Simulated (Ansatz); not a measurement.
`OC1(F)C=C1`, charge 0, multiplicity 1.

**Question.** Give a relaxed structure at PBE0-D4/def2-TZVP (Ansatz 0.2.0). (An estimate is asked.)

**Answer.** Computed: 
Cartesian coordinates in Å:
```
O -0.046 -0.604 -1.462
C -0.011 -0.402 -0.104
F 0.182 -1.625 0.516
C -0.816 0.609 0.538
C 0.479 0.795 0.558
H 0.704 -1.157 -1.703
H -1.799 0.965 0.801
H 1.308 1.418 0.855
```
